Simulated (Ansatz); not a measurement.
## Strength of the Si–H bond: C2H8Si → C2H7Si + H

Species: C2H8Si `CC[SiH3]`, singlet; C2H7Si `CC[SiH2]`, doublet; H atom, doublet. 

Shapes, held fixed at every level: PBE0-D4/def2-TZVP. Flexible molecules stand in one conformer, not always the lowest. Programs: Ansatz 0.2.0. The zero-point and thermal change to 298 K, harmonic and unscaled (PBE0-D4/def2-TZVP), is -19.0 kJ/mol.

(1) Estimate ΔH(298 K) of this reaction.

Answers

(1) MP2/def2-TZVPP gives ΔH(298 K) = +372.5 kJ/mol; the levels span +301.9 to +401.9. The median of the levels is +367.7. Hartree–Fock misses the correlation of the pair that is broken and comes out low. No measured value is set beside it here. Open shells run unrestricted unless RO is named.

```
               level                    kind  ΔH(298 K) (kJ/mol)
         HF/def2-SVP            Hartree–Fock              +301.9
    SPW92/def2-TZVPP                     LDA              +401.9
   PBE-D4/def2-TZVPP                     GGA              +362.9
r2SCAN-D4/def2-TZVPP                meta-GGA              +368.3
  PBE0-D4/def2-TZVPP           global hybrid              +367.0
  wB97X-V/def2-TZVPP  range-separated hybrid              +389.0
        MP2/def2-SVP     perturbation theory              +358.4
      MP2/def2-TZVPP     perturbation theory              +372.5
```
